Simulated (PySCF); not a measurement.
Gas-phase reaction: 3 CH₃SiHCl₂ = 2 SiCl + CH₃Cl + SiHCl₃ + 2 CH₄

Method: PySCF energies (xtb for GFN2) plus ideal-gas RRHO corrections (1 bar). † marks an energy on the PBE0/def2-TZVP geometry and frequencies; other levels use their own. MP2 freezes the core. Open shells (unrestricted): SiCl (multiplicity 2, electronic degeneracy 4); the rest are closed-shell singlets. GFN2 has no spin-polarisation term. Spin-orbit splitting is ignored; it lowers the true energy and changes the entropy of SiCl. B3LYP is the form with VWN-RPA correlation. MP2 isn't extrapolated to the basis-set limit; its ΔH°(298 K) is 741.4 kJ in def2-SVP and 782.4 kJ in def2-TZVPP. The harmonic model lacks anharmonicity and excited electronic states, which grow with temperature; levels with a mode under 35 cm⁻¹ are left out. Internal rotation in CH₃SiHCl₂ is treated as a harmonic vibration of one conformer, which makes the entropy rough.

| level | ΔE electronic, kJ | ΔH°(298 K), kJ | ΔS°(298 K), J/K | ΔG°(1200 K), kJ |
|---|---|---|---|---|
| B3LYP/def2-TZVP† | 672 | 673 | 410 | 209 |
| BLYP/def2-TZVP† | 623 | 625 | 410 | 161 |
| GFN2-xTB | 642 | 644 | 394 | 199 |
| MP2/def2-TZVPP† | 781 | 782 | 410 | 318 |
| PBE/def2-SVP | 703 | 704 | 407 | 243 |
| PBE/def2-TZVP† | 696 | 697 | 410 | 233 |
| ωB97M-V/def2-TZVP† | 752 | 753 | 410 | 289 |
ΔH° is lowest at BLYP/def2-TZVP† and highest at MP2/def2-TZVPP†. No reference value is set beside these.
